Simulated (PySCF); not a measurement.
C3H4N (charge -1).
InChI=1S/C3H4N/c1-2-3-4/h2H,1H3/q-1

Method: PBE0-D3(BJ)/def2-SVP geometry optimisation, gas phase (PySCF 2.14.0).

Masses are those of the commonest isotopes; rigid-rotor values at the optimised geometry. 

(1) Give the principal moments of inertia and the rotational constants in MHz.

(2) Classify the top.

(3) What does the inertial defect say?

(4) Give the other two planar moments, Paa and Pbb, and the rms extents of the mass along the axes.

(5) List the rotational levels J(Ka,Kc) to J = 5 (MHz).

(6) Predict some low-J microwave lines.

## Answers

(1) Ia = 13.25, Ib = 110.71, Ic = 120.67 u·Å²; 505379 MHz·u·Å²/I gives A = 38136, B = 4565, C = 4188 MHz.

(2) A near-prolate asymmetric top. Ray's parameter κ = (2B − A − C)/(A − C) = -0.978; −1 is the prolate and +1 the oblate limit.

(3) Not planar: Δ = Ic − Ia − Ib = -3.29 u·Å². For a rigid frame Δ = −2 Σ m c², so Σ m c² = 1.65 u·Å² lies off the ab plane: 1.63 from hydrogen and 0.02 from heavier atoms. The atom farthest from that plane is 1.02 Å away.

(4) Paa = Σ m a² = (Ib + Ic − Ia)/2 = 109.07 and Pbb = Σ m b² = (Ia + Ic − Ib)/2 = 11.61 u·Å². With the mass M = 54.03 u, the rms extents √(P/M) along a, b and c are 1.42, 0.46, 0.17 Å.

(5) Above 0(0,0):
J = 1: 1(0,1) 8753, 1(1,1) 42324, 1(1,0) 42701
J = 2: 2(0,2) 26256, 2(1,2) 59453, 2(1,1) 60583, 2(2,1) 161296, 2(2,0) 161299
J = 3: 3(0,3) 52502, 3(1,3) 85144, 3(1,2) 87405, 3(2,2) 187555, 3(2,1) 187571, 3(3,1) 356354, 3(3,0) 356354
J = 4: 4(0,4) 87482, 4(1,4) 119396, 4(1,3) 123164, 4(2,3) 222564, 4(2,2) 222611, 4(3,2) 391371, 4(3,1) 391372, 4(4,1) 627681, 4(4,0) 627681
J = 5: 5(0,5) 131183, 5(1,5) 162205, 5(1,4) 167857, 5(2,4) 266321, 5(2,3) 266432, 5(3,3) 435147, 5(3,2) 435147, 5(4,2) 671453, 5(4,1) 671453, 5(5,1) 975280, 5(5,0) 975280
The levels of one J sum to (2J + 1)J(J + 1)(A + B + C)/3.

(6) The dipole components (about the centre of mass, as the species is charged) are |μa| = 3.07 D, |μb| = 0.06 D, |μc| = 0.26 D. Intensities carry the squares of the components, which stand as 1.00 : 0.00 : 0.01 (a : b : c). Some lines, for components of 0.1 D or more:

```json
{"type": "a", "branch": "R", "J(Ka,Kc)": "1(0,1) ← 0(0,0)", "MHz": "8753", "lower level (cm⁻¹)": "0.000"}
{"type": "a", "branch": "R", "J(Ka,Kc)": "2(1,1) ← 1(1,0)", "MHz": "17883", "lower level (cm⁻¹)": "1.424"}
{"type": "a", "branch": "R", "J(Ka,Kc)": "3(2,2) ← 2(2,1)", "MHz": "26259", "lower level (cm⁻¹)": "5.380"}
{"type": "a", "branch": "R", "J(Ka,Kc)": "4(1,4) ← 3(1,3)", "MHz": "34252", "lower level (cm⁻¹)": "2.840"}
{"type": "a", "branch": "R", "J(Ka,Kc)": "4(2,3) ← 3(2,2)", "MHz": "35009", "lower level (cm⁻¹)": "6.256"}
{"type": "a", "branch": "R", "J(Ka,Kc)": "4(2,2) ← 3(2,1)", "MHz": "35041", "lower level (cm⁻¹)": "6.257"}
{"type": "c", "branch": "Q", "J(Ka,Kc)": "4(2,3) ← 4(1,3)", "MHz": "99400", "lower level (cm⁻¹)": "4.108"}
{"type": "c", "branch": "R", "J(Ka,Kc)": "3(2,1) ← 2(1,1)", "MHz": "126987", "lower level (cm⁻¹)": "2.021"}
{"type": "c", "branch": "R", "J(Ka,Kc)": "3(2,2) ← 2(1,2)", "MHz": "128102", "lower level (cm⁻¹)": "1.983"}
{"type": "c", "branch": "R", "J(Ka,Kc)": "4(2,2) ← 3(1,2)", "MHz": "135206", "lower level (cm⁻¹)": "2.916"}
{"type": "c", "branch": "R", "J(Ka,Kc)": "3(3,0) ← 2(2,0)", "MHz": "195054", "lower level (cm⁻¹)": "5.380"}
{"type": "c", "branch": "R", "J(Ka,Kc)": "3(3,1) ← 2(2,1)", "MHz": "195057", "lower level (cm⁻¹)": "5.380"}
```

No frequency check. No vibrational averaging or centrifugal distortion is included, and the geometry carries the error of its method. A rigid rotor knows nothing of internal rotation, which can split or shift real lines. Quadrupole hyperfine structure (14N) is left out.
